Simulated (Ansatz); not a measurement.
Input file:

```yaml
crystal:
  periodic: [false, false, false]
  atoms:
    - {symbol: B, position_ang: [0.000000, 0.000000, 0.052987]}
    - {symbol: O, position_ang: [0.000000, 0.000000, -1.144974]}
    - {symbol: H, position_ang: [0.000000, 0.000000, 1.091987]}
basis:
  gaussian: {orbitals: STO-3G}
hamiltonian: {pseudopotentials: {relativity: scalar}}
correlation: {method: fic_mrcisd_q, electrons: all, active_space: {window: {electrons: 6, orbitals: 7}}}
scf: {lower_state_search: off}
```

```sh
$ ansatz run in.yaml --threads 1 --pin off --events-out ev --progress --plain --max-ram 2393MiB
```

Output:

```
these checks for a lower state are left out or cut short: stability, starts, cluster_reference, orbital_swaps, neighbouring_geometries, increment
147 factors; integrals over basis functions are off by at most 3.6e-5 eV
mean field evaluation 1: about -2686.6134 eV, gradient 3.2e1 eV
mean field evaluation 2: about -2686.6211 eV, gradient 3.2e1 eV
mean field evaluation 4: about -2690.1306 eV, gradient 1.8e0 eV
mean field evaluation 8: about -2690.1453 eV, gradient 4.8e-2 eV
mean field -2690.14532662 eV, -98.8610173074 hartree, gradient 9.4e-7 eV, S^2 0.000000; 0 other end points of the search recorded, 0 dependent functions left out
reference -2690.14532662 eV, -98.8610173074 hartree; 7, 7 occupied and 4, 4 virtual orbitals, 147 factors
state -2693.31324878 eV, -98.9774362995 hartree
contracted CI cycle   1: correlation 0.00000000 eV, 0.0000000000 hartree, residual 5.81e0 eV
contracted CI cycle   2: correlation -0.55069073 eV, -0.0202375111 hartree, residual 1.77e0 eV
contracted CI cycle   3: correlation -0.57686023 eV, -0.0211992223 hartree, residual 3.34e-1 eV
contracted CI cycle   4: correlation -0.57794482 eV, -0.0212390803 hartree, residual 8.00e-2 eV
contracted CI cycle   5: correlation -0.57803039 eV, -0.0212422249 hartree, residual 2.78e-2 eV
contracted CI cycle   6: correlation -0.57803940 eV, -0.0212425563 hartree, residual 8.71e-3 eV
contracted CI cycle   7: correlation -0.57804016 eV, -0.0212425840 hartree, residual 2.19e-3 eV
contracted CI cycle   8: correlation -0.57804020 eV, -0.0212425857 hartree, residual 4.69e-4 eV
state -2693.31324878 eV, -98.9774362995 hartree; corrected -2693.89866246 eV, -98.9989498554 hartree
Total energy: -2693.89866246 eV, -98.9989498554 hartree
Relativity: scalar
Checks for a lower state left out: stability, starts, cluster_reference, orbital_swaps, neighbouring_geometries, increment
```

Natural occupations: 1.9800 1.9361 1.9361 0.0634 0.0634 0.0210 0.0001.

Ran on 1 thread of Arm Neoverse V1, shared host: 0.69 s wall, 0.15 GiB peak host memory.
